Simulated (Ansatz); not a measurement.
**H₃Si–SiH₃, singlet: the ladder up to RCCSDT(Q)**

Geometry: a PBE0/def2-TZVP stationary point for this spin, not checked as a minimum.

```
atom    x (Å)    y (Å)    z (Å)
  Si  -1.1701  -0.0047  -0.0001
  Si   1.1701   0.0047   0.0001
   H  -1.6920   1.3883   0.0086
   H  -1.6836  -0.7120   1.2037
   H  -1.6834  -0.6968  -1.2128
   H   1.6920  -1.3883  -0.0086
   H   1.6834   0.6968   1.2128
   H   1.6836   0.7120  -1.2037
```

Basis cc-pVTZ; Ansatz 0.2.0. Only valence electrons are correlated (noble-gas cores frozen), which leaves 14 electrons in 142 orbitals. R marks a restricted (for open shells ROHF) determinant.

Full CI isn't at hand for all of this; RCCSDT(Q) serves as the reference, and is uncertain by about the last step of the cluster series.

```
UHF ⟨S²⟩                          : 0.000
T1 diagnostic (RCCSD)             : 0.0126
largest doubles amplitude (RCCSD) : 0.029
```

```tsv
level	E − E(RHF) (eV)
RMP2	-7.1973
RCCSD	-8.5655
RCCSD(T)	-8.8197
```

(1) Estimate how far RCCSDT(Q) in cc-pVTZ lies from RCCSD(T). The table doesn't fix it; the size of (T) and the diagnostics are the guide.

(1) RCCSDT(Q) in cc-pVTZ lies 1.80 mEh below RCCSD(T), which is 19 % of the (T) step (-9.34 mEh). The diagnostics are small and the rest is a small part of (T), but (T) is large here. The miss exceeds 1 kcal/mol.

The other levels:

| level | E − E(RCCSDT(Q)) (mEh) | share of correlation (%) | wall time |
| --- | --- | --- | --- |
| BCCD(T) | 1.74 | 99.47 | 6 s (H100) |
| RCCSDT | 0.35 | 99.89 | – |

The correlation energy at RCCSDT(Q), counted from RHF, is -8.869 eV. That run took 81 s on 2 threads of AMD EPYC 7R13 with a shared H100 80 GB, shared host.

Times hold each run's SCF and search for its determinant on a shared host, so for small cases they say little of a method's own cost.

Atomization energy (electronic, same basis, no zero-point term; atoms at the same level, unrestricted beside the R rows where the molecule is a closed shell, with restricted open-shell steps beyond CCSDT(Q)) at RCCSDT(Q): 2178.9 kJ/mol. Errors of other levels:

```csv
level,error (kJ/mol)
RHF,-448.7
RMP2,-48.8
RCCSD,-12.2
RCCSD(T),-0.5
BCCD(T),0.0
RCCSDT,-0.6
```

This basis is far from its limit, so the value isn't to be set against a measured one.
